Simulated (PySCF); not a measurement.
**AlO (oxoaluminum): U-wB97M-V/def2-TZVPPD**

Aim: the vertical ionisation energy of AlO (oxoaluminum) at U-wB97M-V/def2-TZVPPD, from 2 runs. The job is set up through a Python script.

The results are computed with PySCF 2.14.0.

2 further runs of the same task are left out: 2 set aside as unsound or not needed.

### 1 Starting point

AlO has 2 atoms, charge 0, and is taken as a doublet. As SMILES, `[O]=[Al]`. Geometry: relaxed at PBE0-D4/def2-TZVP.

Bond lengths: O1–Al2 1.620 Å.

### 2 The energy at U-wB97M-V/def2-TZVPPD

The input, job.py:

```python
# oxoaluminum
from pyscf import gto, dft

mol = gto.M(
    atom='''
O        0.000000       0.000000      -0.024920
Al       0.000000       0.000000       1.594970
''',
    basis='def2-tzvppd',
    max_memory=1860,
    verbose=3,
    spin=1,
)

calc0 = dft.UKS(mol, xc='wb97m-v')
calc0.conv_tol = 1e-10
calc0.grids.level = 5
calc0.nlcgrids.level = 1
calc0.kernel()
if not calc0.converged:
    calc0 = calc0.newton().run(calc0.mo_coeff, calc0.mo_occ)

etot = calc0.e_tot
print('Final energy', etot)
```

Launch:

```bash
$ OMP_NUM_THREADS=1 python job.py
```

The log of the run:

```text
converged SCF energy = -317.616682413481  <S^2> = 0.75955272  2S+1 = 2.00953
Final energy -317.61668241348116
```

Run time: 38 s. Hardware: 1 thread of Arm Neoverse V2, shared host; peak memory 0.46 GiB.

### 3 The singlet cation

The input, mol.xyz:

```xyz
2

O      0.000000     0.000000    -0.024920
Al     0.000000     0.000000     1.594970
```

The input, run.py:

```python
from pyscf import gto, dft

molecule = gto.M(
    atom='mol.xyz',
    basis='def2-tzvppd',
    max_memory=1860,
    spin=0,
    charge=1,
    verbose=3,
)

mf = dft.RKS(molecule, xc='wb97m-v')
mf.nlcgrids.level = 1
mf.grids.level = 5
mf.conv_tol = 1e-10
mf.kernel()
if not mf.converged:
    mf = mf.newton().run(mf.mo_coeff, mf.mo_occ)

energy = mf.e_tot
print('E(%s) = %.9f' % ('WB97M-V', energy))
```

Launch:

```bash
$ OMP_NUM_THREADS=1 python run.py
```

The log of the run:

```text
converged SCF energy = -317.240779925309
E(WB97M-V) = -317.240779925
```

Run time: 20 s. Hardware: 1 thread of Arm Neoverse V2, shared host; peak memory 0.45 GiB.

### 4 Outcome

At U-wB97M-V/def2-TZVPPD:

```
                                          quantity          value
                         doublet AlO: total energy  -317.61668 Eh
                        doublet AlO: dipole moment         4.53 D
   doublet AlO: HOMO energy (highest over α and β)       -9.64 eV
    doublet AlO: LUMO energy (lowest over α and β)       -2.67 eV
                                 doublet AlO: ⟨S²⟩          0.760
                      singlet cation: total energy  -317.24078 Eh
                       singlet cation: HOMO energy      -17.96 eV
                       singlet cation: LUMO energy      -10.76 eV
                     singlet cation: HOMO–LUMO gap        7.20 eV
vertical ionisation energy (to the singlet cation)      10.229 eV
```

**Reading.** Removing an electron at fixed nuclei costs 10.23 eV (236 kcal/mol). Only the singlet of the ionised species was computed; a triplet could lie lower.
